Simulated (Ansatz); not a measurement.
Ansatz (a program for electronic structure) input (HF/6-31G*):

Ansatz 0.2 input:
```yaml
crystal:
  periodic: [false, false, false]
  atoms:
    - {symbol: C, position_ang: [-0.17786954, 0.00476381, 0.96814444]}
    - {symbol: Cl, position_ang: [0.01945323, 1.54007311, -0.21516324]}
    - {symbol: Cl, position_ang: [-0.00653918, -1.54159762, -0.20477508]}
    - {symbol: H, position_ang: [0.84767845, -0.00266611, 1.33008499]}
basis:
  gaussian:
    orbitals: 6-31G*
hamiltonian:
  xc: {name: HF}
total_charge: -1
phonons: {temperatures: {t_min: 298.15, t_max: 298.15, t_step: 100}}
```

Task: Which harmonic wavenumbers does it give?

Result: 228, 362, 522, 1168, 1321, 3202 cm⁻¹ (unscaled; negative means imaginary).
